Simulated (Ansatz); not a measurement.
Name a neutral molecule of C, N and H with size of the dipole moment (ωB97M-V/def2-TZVPP) between 3.80 and 4.10 D and HOMO energy (B3LYP/def2-TZVPP) between -6.75 and -6.45 eV (Ansatz, PBE0-D4/def2-TZVP geometry).

`CNC=N` (3.89 D, -6.53 eV). Other molecules can fit too; these were computed, each in one conformer that needn't be the lowest.

B3LYP here is the variant with VWN-RPA as its local correlation; programs differ in this.
